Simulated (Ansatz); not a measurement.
Results of rVV10 (Ansatz, an electronic-structure program, plane waves, PAW) for bcc Li.

Numerical settings: plane-wave cutoff 500 eV, 30×30×30 k mesh, Fermi–Dirac smearing 0.1 eV, scalar-relativistic PAW data made under PBE.

Computed at the level's own relaxed cell.

**Question.** What does this level give for the equilibrium volume per atom and equilibrium lattice constant a?

**Answer.** 
equilibrium volume per atom: 19.83 Å³/atom
equilibrium lattice constant a: 3.411 Å

Measured, for comparison: equilibrium volume per atom 20.51 Å³/atom (low-temperature or extrapolated to 0 K; zero-point anharmonic expansion removed; as tabulated in Csonka et al. (2009), arXiv:0903.4037); lattice constant a 3.449 Å (low-temperature or extrapolated to 0 K; zero-point anharmonic expansion removed, our sources range from 3.443 to 3.453; as tabulated in Csonka et al. (2009), arXiv:0903.4037). Computed (rounded) less measured: equilibrium volume per atom -3.3 %, lattice constant a -1.1 % (-0.9 % to -1.2 % over the range).

Computing time: very roughly 50 core-seconds.
